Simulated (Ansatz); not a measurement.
# Hf$_{2}$CuSb$_{3}$: computed properties

Theory: DFT r2SCAN, scalar-relativistic, plane waves, PAW (Ansatz 0.2.0).

Cutoff 500 eV; k points 10×10×4 on the computed 6-atom cell (Γ-centred); Gaussian smearing, width 0.10 eV; no spin polarisation.

The structure is relaxed at this level of theory with its symmetry kept. Whether it is the stable form of this composition wasn't checked.

Symmetry: P-4m2, No. 115, tetragonal system. The conventional cell has a = 3.906 Å, b = 3.906 Å, c = 8.540 Å, α = 90.00°, β = 90.00°, γ = 90.00°. Hf (site symmetry 2mm) is surrounded by 7 Sb at 2.93 to 3.08 Å and 2 Cu at 2.98 Å. Cu (site symmetry -4m2) is surrounded by 4 Sb at 2.76 Å and 4 Hf at 2.98 Å. Sb (site symmetry -4m2) is surrounded by 4 Cu at 2.76 Å and 4 Hf at 2.98 Å. Around Sb (site symmetry 2mm) lie 5 Hf at 2.93 to 3.08 Å.

| Item | Value |
| --- | --- |
| Volume per atom | 21.72 Å³ |
| Formation energy from the elements' standard states (uncorrected) | -0.398 eV/atom |
| Generalised Kohn–Sham band gap | none (metal) |
| Density of states at the Fermi level | 3.36 states/eV per cell |
| Löwdin character within 0.5 eV of the Fermi level | Hf 5d 57 %, Sb 5p 25 %, unprojected 7 % |
| Bader charges (e) | Hf (2 in the cell) 1.50, Cu (1 in the cell) -0.28, Sb (1 in the cell) -0.74, Sb (2 in the cell) -0.99 |

Spin-orbit coupling is left out, which matters for the bands of heavy elements.

Cost: 1 run of about 4.3 core-minutes, on Intel Xeon 6975P-C (Granite Rapids) (shared hosts).